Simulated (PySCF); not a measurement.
Bonds broken one at a time in the series Si Cl-Br. Isolated molecules, 0 K electronic values unless said otherwise. Strings in code marks are SMILES.

Level of theory: PySCF with PBE-D3(BJ)/def2-TZVP // B3LYP-D3(BJ)/def2-TZVP. All candidates: neutral, multiplicity 1. 

```yaml
HOMO–LUMO gap: 5.23 eV
HOMO: -7.52 eV
dipole_moment: 0.11 D
```

Problem. Identify which member has these values.
A) `Cl[Si](Cl)(Cl)Br`
B) `Cl[Si](Cl)(Cl)Cl`
C) `Cl[Si](Cl)(Br)Br`

Solution. C, `Cl[Si](Cl)(Br)Br`. The others give `Cl[Si](Cl)(Cl)Br`: 5.68 eV, -7.72 eV, 0.10 D; `Cl[Si](Cl)(Cl)Cl`: 6.37 eV, -8.11 eV, 0.00 D
